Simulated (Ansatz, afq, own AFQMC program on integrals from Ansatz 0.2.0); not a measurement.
# C, triplet: AFQMC among the cluster methods

A free C atom.

Basis aug-cc-pVDZ. Only valence electrons are correlated. AFQMC by an in-house program on the Cholesky factors that Ansatz 0.2.0 writes for its CCSD(T) run. ph-AFQMC/CISD is guided by a CISD state made of CCSD amplitudes; releasing the constraint for a short imaginary time cuts its bias at the price of noise, slowly where states lie close. ± is one standard error of the sampling.

Determinant: UHF, the one that the program's search chose, which needn't be the lowest solution.

Full CI is exact in this basis; its frozen core comes from its own orbitals, which moves totals by up to a few meV.

Cautions: full CI with its own frozen core.

* T1 diagnostic: 0.0096
* weight of the determinant in the CISD state: 0.949
* ⟨S²⟩ of the determinant: 2.010
* size of the correlated space: 4 electrons in 22 orbitals

```
  level  correlation energy (eV)
    MP2                  -1.4613
   CCSD                  -2.0637
CCSD(T)                  -2.0981
```

(1) Estimate where AFQMC with the constraint released lies against CCSD(T) on the same integrals.

(1) 9.5 ± 2.1 meV below CCSD(T).

Reference: full CI, correlation energy -2.108 eV. The released energy is read at 1.50 1/Eh (meV from the phaseless value at times in 1/Eh: -1.3 ± 1.7 at 0.24, -2.9 ± 1.8 at 0.50, -5.4 ± 1.9 at 1.00, -6.6 ± 2.1 at 1.50).

```tsv
level	E − E(reference) (meV)	share of correlation (%)
CCSD(T)	10.3	99.51
CCSDT	-0.5	100.02
CCSDT(Q)	-1.2	100.06
ph-AFQMC/HF	113.0 ± 19.5	94.64
ph-AFQMC/CISD	7.4 ± 1.5	99.65
released AFQMC	0.8 ± 2.1	99.96
```

CCSDT and higher add their correlation energy to the determinant of the CCSD(T) run, since their own runs factorise the integrals more tightly (a shift of under 2 meV). A walk keeps the symmetry of its determinant, which the program's search chose and which needn't be the lowest solution, so a lower state of the same spin and another symmetry isn't excluded. Released energies are given only where the last usable release times agree within the noise; a slower fall can still hide under it.
